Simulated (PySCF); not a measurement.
Below is a simulated gas-phase Si 2p photoelectron spectrum of `F[SiH3]` (monofluorosilane).

Every computed line was given a Gaussian of 1.0 eV full width at half maximum and an area set by the number of equivalent atoms (split 2:1 within a doublet); the highest printed point is 100. Computed, not measured: delta-SCF UKS SCAN, pcX-2 on the ionised atom, pcseg-1 elsewhere, spin-free X2C (PySCF 2.14.0).

binding energy (eV), intensity and a bar:
```
    107.0          0 
    107.1          0 
    107.2          1 
    107.3          2 
    107.4          3 #
    107.5          5 ##
    107.6          9 ###
    107.7         14 ####
    107.8         22 #######
    107.9         32 #########
    108.0         43 #############
    108.1         56 #################
    108.2         69 #####################
    108.3         81 ########################
    108.4         91 ###########################
    108.5         97 #############################
    108.6        100 ##############################
    108.7         99 ##############################
    108.8         95 #############################
    108.9         89 ###########################
    109.0         81 ########################
    109.1         72 ######################
    109.2         62 ###################
    109.3         52 ################
    109.4         42 #############
    109.5         33 ##########
    109.6         25 #######
    109.7         18 #####
    109.8         12 ####
    109.9          8 ##
    110.0          5 ##
    110.1          3 #
    110.2          2 
    110.3          1 
    110.4          0 
    110.5          0 
    110.6          0
```

Count the maxima, the lines and the sites behind this envelope.

The curve has 1 maximum (at 108.6 eV). Under it lie 2 lines from 1 inequivalent silicon site, drawn as a 2p3/2, 2p1/2 pair. At this width some lines have no maximum of their own.

Decompose the envelope and assign each component. Numbering: `[F:1][SiH3:2]`.

```
position (eV)  relative area      line  atoms             environment
       108.50           0.67  Si 2p3/2    Si2  fluorine-bound silicon
       109.12           0.33  Si 2p1/2    Si2  fluorine-bound silicon
```

What are the centre and the root-mean-square width of the whole band?

The area-weighted mean of the lines is 108.71 eV. Their own spread about it is 0.30 eV (rms) and each Gaussian has σ = 1.0/2.355 = 0.42 eV; the variances add, which gives 0.52 eV.

No satellites, vibrations or lifetime broadening are included. Spin–orbit and ligand-field terms were added within each 2p shell after the spin-free SCF. 2p1/2 minus 2p3/2 (ligand field included): Si 0.63 eV. Isolated species at its PBE0-D3(BJ)/def2-SVP geometry, gas phase.
